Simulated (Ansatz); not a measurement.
Basis sets over 8 cases of the optimised length of bonds to hydrogen at B3LYP with Ansatz (elements up to F), each against its own reference: (a) the value in aug-cc-pVQZ; (b) the value in aug-pcseg-3; (c) the value in def2-QZVPPD. By their distance from other large sets or by the extrapolation step the references are unsure by up to roughly 0.0002 Å. Each level at its own minimum; unrestricted open shells; no added dispersion term; no relativity. Cartesian d functions in some cases of 6-31G*, 6-31+G*, 6-31G**. Core-valence sets carry the plain set on hydrogen. 

Cases are drawn at random; left out are references unsure by over 0.0017 Å, doubtful singlets, and cases whose largest runs show a restricted determinant unstable towards unrestricted orbitals, <S^2> over 0.1 too high or, where CCSD(T) ran, T1 over 0.025 (0.045 for open shells). Sets are drawn from those converged to one state in every case.

Cases (SMILES) and reference values:
- O=C (CH2-O), one C-H bond length: 1.1056 Å (c)
- C#C (C2H2), one C-H bond length: 1.0614 Å (c)
- O=[CH] (CH-O), doublet, one C-H bond length: 1.1224 Å (b)
- N#C (CH-N), one C-H bond length: 1.0655 Å (b)
- C (CH4), one C-H bond length: 1.0876 Å (c)
- N (NH3), one N-H bond length: 1.0124 Å (a)
- [CH3] (CH3), doublet, one C-H bond length: 1.0774 Å (a)
- F[CH2] (CH2-F), doublet, one C-H bond length: 1.0784 Å (c)

```
basis            functions over def2-SVP (largest species, mean of cases)  mean signed deviation (Å)  mean absolute  largest  within 0.005 Å
---------------  --------------------------------------------------------  -------------------------  -------------  -------  --------------
6-31G*                                                                0.8                     0.0058         0.0058   0.0071          2 of 8
6-31+G*                                                               1.0                     0.0052         0.0052   0.0066          2 of 8
6-31G**                                                               1.0                     0.0050         0.0050   0.0063          5 of 8
6-311G**                                                              1.3                     0.0031         0.0031   0.0052          7 of 8
6-311+G**                                                             1.4                     0.0025         0.0025   0.0033          8 of 8
aug-pcseg-1                                                           1.7                     0.0085         0.0085   0.0093          0 of 8
6-311++G(2d,2p)                                                       2.0                     0.0001         0.0002   0.0007          8 of 8
cc-pCVTZ                                                              3.0                     0.0010         0.0010   0.0022          8 of 8
cc-pVQZ                                                               4.6                     0.0002         0.0002   0.0008          8 of 8
def2-QZVPP                                                            4.7                     0.0000         0.0001   0.0003          8 of 8
```

Among the sets for which every case ran a larger relative (same family, alike in diffuse functions, listed or not), the smallest listed that holds all cases within 0.005 Å together with them is 6-311+G**, at 1.4 times the functions of def2-SVP. Inside, though some case ran no larger relative to test it: cc-pCVTZ, cc-pVQZ, def2-QZVPP. Largest deviations of relatives not listed, over the cases that ran them: 6-311++G(3df,3pd) 0.0011 Å. A case lies within its reference's uncertainty of the window's edge in 6-31G*, 6-31G**. These figures hold for the cases listed.

Ansatz is a program for electronic structure.
